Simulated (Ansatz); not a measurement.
# What each rung costs, and what it gives

The pair of H2O (SMILES O, atoms 1–3) and SiH4 (SMILES [SiH4], atoms 4–8), both closed shells, in one local arrangement (a lower one may exist), relaxed at PBE0-D4/def2-TZVP:

```xyz
8
angstrom
O 0.2532 -0.1279 -1.8493
H -0.5302 -0.5685 -2.1869
H 0.1910 0.7758 -2.1675
Si 0.0228 -0.0192 1.2207
H 0.2951 -1.4199 0.8208
H 1.1185 0.8833 0.7927
H -0.0755 0.0365 2.7061
H -1.2751 0.4399 0.6634
```

Interaction energies are counterpoise-corrected; the time is that of the whole pair.

Ansatz 0.2.0; basis: as named in each row; cores frozen in the correlated methods. B3LYP uses VWN-RPA correlation. Extrapolation: Hartree–Fock as exp(−7.88 √X), correlation as X^−2.97.

Times are rough, for one single point on 2 threads of a shared host (Arm Neoverse V2).

The estimate by CCSD(T) at an estimated basis limit (MP2 extrapolated from triple and quadruple zeta, plus CCSD(T) − MP2 in triple zeta) is -1.59 kcal/mol.

```csv
method,basis,time (s),interaction energy (kcal/mol),method less estimate
HF,STO-3G,under 1,0.85,2.44
PBE-D4,STO-3G,under 1,-0.19,1.40
SPW92,def2-SVP,under 1,-3.36,-1.78
B3LYP-D4,6-31G,under 1,-1.24,0.35
PBE-D4,def2-SVP,under 1,-2.01,-0.42
PBE0-D4,def2-SVP,under 1,-1.95,-0.36
CCSD(T),def2-SVP,under 1,-0.74,0.85
PBE-D4,def2-TZVPPD,2,-1.66,-0.07
revPBE-D4,def2-TZVPPD,2,-1.12,0.47
BLYP-D4,def2-TZVPPD,2,-1.14,0.45
PBE0-D4,def2-TZVPPD,2,-1.61,-0.02
wB97M-V,def2-SVP,2,-2.05,-0.47
HSE06-D4,def2-TZVPPD,2,-1.60,-0.01
B3LYP-D4,def2-TZVPPD,2,-1.39,0.20
r2SCAN-D4,def2-TZVPPD,3,-1.77,-0.18
B2PLYP,def2-TZVPPD,4,-0.78,0.81
wB97X-V,def2-TZVPPD,6,-1.67,-0.08
B97M-V,def2-TZVPPD,6,-1.93,-0.34
wB97M-V,def2-TZVPPD,6,-1.80,-0.22
MP2,def2-QZVPPD,11,-1.44,0.15
CCSD(T),def2-TZVPPD,28,-1.31,0.28
```

No T1 diagnostic of these runs exceeds 0.011.
